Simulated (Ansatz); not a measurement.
**HB–AlH⁺, doublet: the ladder up to full CI**

Geometry: that of the HB–AlH, triplet, kept fixed.

```xyz
4

B     0.0000    0.0000    1.0513
Al    0.0000    0.0000   -0.8575
H     0.0000    0.0000    2.2344
H     0.0000    0.0000   -2.4283
```

Basis 6-31G; Ansatz 0.2.0. Only valence electrons are correlated (noble-gas cores frozen), which leaves 7 electrons in 20 orbitals. R marks a restricted (for open shells ROHF) determinant, U an unrestricted one. Active spaces: valence = (7e, 10o) chosen from the atoms' valence shells.

Full CI is exact within this basis and frozen core; it isn't the basis-set limit. The frozen core follows each run's orbitals, which can shift R against U totals by a few meV.

For open shells CISD and CISDTQ are restricted-active-space CI with the open shells as a complete middle space.

The UHF ⟨S²⟩ is 0.756, the T1 diagnostic (RCCSD) is 0.0167 and the largest doubles amplitude (RCCSD) is 0.064. The T1 diagnostic (UCCSD) is 0.0146.

```csv
level,E − E(full CI) (mEh),share of correlation (%),wall time
RHF,84.01,0.00,–
UHF,82.79,1.45,–
RMP2,25.37,69.81,–
UMP2,25.05,70.18,–
CISD,5.06,93.97,0.54 s
RCCSD,2.17,97.42,–
UCCSD,2.16,97.43,–
RCCSD(T),0.76,99.10,0.75 s
UCCSD(T),0.75,99.10,0.75 s
BCCD(T),0.74,99.12,0.6 s
RCCSDT,0.09,99.89,–
UCCSDT,0.09,99.90,–
CISDTQ,0.12,99.86,3.5 s
RCCSDT(Q),0.03,99.97,2.4 s
UCCSDT(Q),0.02,99.97,2.3 s
RCCSDTQ,0.00,100.00,18 s
UCCSDTQ,0.00,100.00,21 s
CASSCF (valence space),14.91,82.26,–
NEVPT2 (valence space),4.50,94.64,3.2 s
MRCISD (valence space),0.29,99.65,–
MRCISD+Q (valence space),0.15,99.83,6 s
```

The correlation energy at full CI, counted from RHF, is -2.286 eV. That run took 11 s on 1 thread of AMD EPYC 7B13, shared host over 1,380,692 determinants.

Times hold each run's SCF and search for its determinant on a shared host, so for small cases they say little of a method's own cost; they ran on 1 thread of AMD EPYC 7B13. Some runs computed forces too.

The full-CI state has the irrep B1 of C2v, in the program's axes (one component, if the state is degenerate).

Natural occupations of full CI about the gap: 1.965 1.960 1.947 0.985 0.048 0.021 0.020 0.019 0.013 0.006; effectively unpaired electrons, Σ n²(2−n)², 1.04.
